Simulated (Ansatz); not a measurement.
# One shape, several levels: [SiPH4]− (SMILES [SiH2-]P)

Wanted: a comparison of 6 runs (B3LYP/STO-3G, SVWN5/STO-3G, UB3LYP/STO-3G, revPBE/STO-3G, wB97M-V/STO-3G, wB97X/STO-3G) of [SiPH4]−. 

Program for the calculation: Ansatz 0.2.0.

### Step 1. Starting point

The species is [SiPH4]− (6 atoms), meant as a singlet with charge -1. SMILES: `[SiH2-]P`. The H5–P2 distance was set to 2.063 Å, away from the relaxed value. At this shape a bond of the SMILES string is far longer than usual.

Bond lengths: Si1–P2 2.225 Å, Si1–H3 1.503 Å, Si1–H4 1.503 Å, P2–H6 1.375 Å. Angles: Si1–P2–H6 94.1°, P2–Si1–H3 96.4°, P2–Si1–H4 96.5°, H3–Si1–H4 96.7°. A long bond or contact: P2–H5 2.063 Å.

### Step 2. The energy at B3LYP/STO-3G (run 1)

in.yaml

```yaml
crystal:
  periodic: [false, false, false]
  atoms:
    - symbol: Si
      position_ang: [-0.023650, -1.266870, 0.383570]
    - symbol: P
      position_ang: [-0.736530, 0.824360, 0.648790]
    - symbol: H
      position_ang: [-0.768390, -1.847610, 1.553050]
    - symbol: H
      position_ang: [-1.023380, -1.655130, -0.669670]
    - symbol: H
      position_ang: [0.407400, 1.565440, -0.899820]
    - symbol: H
      position_ang: [0.238050, 1.144710, 1.565030]
basis:
  gaussian:
    orbitals: STO-3G
total_charge: -1
accuracy: high
hamiltonian:
  xc: {name: B3LYP}
```

Run with:

```bash
$ ansatz run in.yaml --threads 1 --pin off --max-ram 2610MiB --events-out events.jsonl --progress --plain --runs-dir runs
```

The log of the run:

```text
Warning: RAYON_NUM_THREADS=1 ignored (pool sized by the plan → 1); use --threads N
Functional definition: B3LYP
  name "B3LYP"
  parameter a0 = 0.2
  parameter ax = 0.72
  parameter ac = 0.81
  exchange = (1 - a0 - ax)*slater_x + ax*b88_x + a0*exact_x
  correlation = (1 - ac)*vwn_rpa_c + ac*lyp_c
392 factors; integrals over basis functions are off by at most 2.6e-9 eV
mean field evaluation 1: about -17024.8664 eV, gradient 2.4e1 eV
mean field evaluation 2: about -17019.7561 eV, gradient 3.5e1 eV
mean field evaluation 4: about -17028.0195 eV, gradient 6.3e-1 eV
mean field evaluation 8: about -17027.9815 eV, gradient 7.4e-2 eV
mean field evaluation 16: about -17027.9815 eV, gradient 3.3e-7 eV
mean field -17027.98151645 eV, -625.7667787491 hartree, gradient 2.2e-8 eV, S^2 0.000000; 0 other end points of the search recorded, 0 dependent functions left out
reference -17027.98154598 eV, -625.7667798344 hartree; 17, 17 occupied and 5, 5 virtual orbitals, 392 factors
Total energy: -17027.98154598 eV, -625.7667798344 hartree
```

It took 0.95 s on 1 thread of AMD EPYC 9R14 (Zen 4), shared host; peak memory 0.12 GiB.

### Step 3. The energy at SVWN5/STO-3G (run 2)

in.yaml

```yaml
crystal:
  periodic: [false, false, false]
  atoms:
    - {symbol: Si, position_ang: [-0.023650, -1.266870, 0.383570]}
    - {symbol: P, position_ang: [-0.736530, 0.824360, 0.648790]}
    - {symbol: H, position_ang: [-0.768390, -1.847610, 1.553050]}
    - {symbol: H, position_ang: [-1.023380, -1.655130, -0.669670]}
    - {symbol: H, position_ang: [0.407400, 1.565440, -0.899820]}
    - {symbol: H, position_ang: [0.238050, 1.144710, 1.565030]}
basis:
  gaussian:
    orbitals: STO-3G
total_charge: -1
hamiltonian:
  xc: {name: SVWN5}
accuracy: high
```

Run with:

```bash
$ ansatz run in.yaml --threads 1 --pin off --max-ram 2610MiB --events-out events.jsonl --progress --plain --runs-dir runs
```

The log of the run:

```text
Warning: RAYON_NUM_THREADS=1 ignored (pool sized by the plan → 1); use --threads N
Functional definition: SVWN5
  name "SVWN5"
  exchange = slater_x
  correlation = vwn5_c
392 factors; integrals over basis functions are off by at most 2.6e-9 eV
mean field evaluation 1: about -16955.0747 eV, gradient 2.7e1 eV
mean field evaluation 2: about -16944.8784 eV, gradient 4.2e1 eV
mean field evaluation 4: about -16958.7333 eV, gradient 4.6e0 eV
mean field evaluation 8: about -16958.8716 eV, gradient 2.2e-1 eV
mean field evaluation 16: about -16958.8103 eV, gradient 5.8e-6 eV
mean field -16958.81034104 eV, -623.2247849388 hartree, gradient 1.3e-8 eV, S^2 0.000000; 1 other end points of the search recorded, 0 dependent functions left out
reference -16958.81034293 eV, -623.2247850082 hartree; 17, 17 occupied and 5, 5 virtual orbitals, 392 factors
Total energy: -16958.81034293 eV, -623.2247850082 hartree
```

Wall time 0.62 s (1 thread of AMD EPYC 9R14 (Zen 4), shared host); peak memory 0.12 GiB.

Run 3 isn't shown in full; the table further down has it.

### Step 4. The energy at revPBE/STO-3G (run 4)

run.yaml

```yaml
crystal:
  periodic: [false, false, false]
  atoms:
    - {symbol: Si, position_ang: [-0.023650, -1.266870, 0.383570]}
    - {symbol: P, position_ang: [-0.736530, 0.824360, 0.648790]}
    - {symbol: H, position_ang: [-0.768390, -1.847610, 1.553050]}
    - {symbol: H, position_ang: [-1.023380, -1.655130, -0.669670]}
    - {symbol: H, position_ang: [0.407400, 1.565440, -0.899820]}
    - {symbol: H, position_ang: [0.238050, 1.144710, 1.565030]}
basis:
  gaussian: {orbitals: STO-3G}
total_charge: -1
hamiltonian: {xc: {name: revPBE}}
accuracy: high
```

Run with:

```bash
$ ansatz run run.yaml --threads 1 --pin off --max-ram 2610MiB --events-out events.jsonl --progress --plain --runs-dir runs
```

The log of the run:

```text
Warning: RAYON_NUM_THREADS=1 ignored (pool sized by the plan → 1); use --threads N
Functional definition: revPBE
  name "revPBE"
  parameter kappa = 1.245
  parameter beta = 0.06672455060314922
  exchange = pbe_x(kappa = kappa, mu = beta*pi^2/3)
  correlation = pbe_c(beta = beta)
392 factors; integrals over basis functions are off by at most 2.6e-9 eV
mean field evaluation 1: about -17020.2100 eV, gradient 2.7e1 eV
mean field evaluation 2: about -17009.5074 eV, gradient 4.2e1 eV
mean field evaluation 4: about -17024.3283 eV, gradient 4.1e0 eV
mean field evaluation 8: about -17024.4428 eV, gradient 2.4e-1 eV
mean field evaluation 16: about -17024.3835 eV, gradient 2.3e-5 eV
mean field -17024.38349344 eV, -625.6345538423 hartree, gradient 6.3e-8 eV, S^2 0.000000; 1 other end points of the search recorded, 0 dependent functions left out
reference -17024.38349587 eV, -625.6345539318 hartree; 17, 17 occupied and 5, 5 virtual orbitals, 392 factors
Total energy: -17024.38349587 eV, -625.6345539318 hartree
```

It took 0.88 s on 1 thread of AMD EPYC 9R14 (Zen 4), shared host; peak memory 0.12 GiB.

Run 5 isn't shown in full; the table further down has it.

### Step 5. A single-point energy at wB97X/STO-3G (run 6)

input.yaml

```yaml
basis:
  gaussian: {orbitals: STO-3G}
crystal:
  periodic: [false, false, false]
  atoms:
    - symbol: Si
      position_ang: [-0.023650, -1.266870, 0.383570]
    - symbol: P
      position_ang: [-0.736530, 0.824360, 0.648790]
    - symbol: H
      position_ang: [-0.768390, -1.847610, 1.553050]
    - symbol: H
      position_ang: [-1.023380, -1.655130, -0.669670]
    - symbol: H
      position_ang: [0.407400, 1.565440, -0.899820]
    - symbol: H
      position_ang: [0.238050, 1.144710, 1.565030]
total_charge: -1
hamiltonian: {xc: {name: wB97X}}
accuracy: high
```

Run with:

```bash
$ ansatz run input.yaml --threads 1 --pin off --max-ram 2610MiB --events-out events.jsonl --progress --plain --runs-dir runs
```

The log of the run, shortened:

```text
Warning: RAYON_NUM_THREADS=1 ignored (pool sized by the plan → 1); use --threads N
Functional definition: wB97X
  name "wB97X"
[...]
      + exact_x_lr(omega)
[...]
      + integral(e_c_pw_opposite_spin*poly(b97_u_opposite, 1, cos1, cos2, cos3, cos4))
392 factors; integrals over basis functions are off by at most 2.6e-9 eV
165 factors; integrals over basis functions are off by at most 8.4e-10 eV
[...]
mean field -17026.90246037 eV, -625.7271241695 hartree, gradient 4.7e-8 eV, S^2 0.000000; 0 other end points of the search recorded, 0 dependent functions left out
reference -17026.90245847 eV, -625.7271240997 hartree; 17, 17 occupied and 5, 5 virtual orbitals, 392 factors
Total energy: -17026.90245847 eV, -625.7271240997 hartree
```

Wall time 4.2 s (1 thread of AMD EPYC 9R14 (Zen 4), shared host); peak memory 0.28 GiB.

### Step 6. The series

```tsv
run	level	energy (Eh)	wall time
1	B3LYP/STO-3G	-625.766780	0.95 s
2	SVWN5/STO-3G	-623.224785	0.62 s
3	UB3LYP/STO-3G	-625.766780	1.5 s
4	revPBE/STO-3G	-625.634554	0.88 s
5	wB97M-V/STO-3G	-625.786020	11 s
6	wB97X/STO-3G	-625.727124	4.2 s
```

### Step 7. Summary of results

| quantity | value |
| --- | --- |
| run 6: total energy | -625.72712 Eh |

Totals of different functionals can't be ranked against each other. In runs 1, 2, 3, 4, 5, 6 the basis is minimal, so the values are rough. All runs together took 19 s, the longest 11 s.
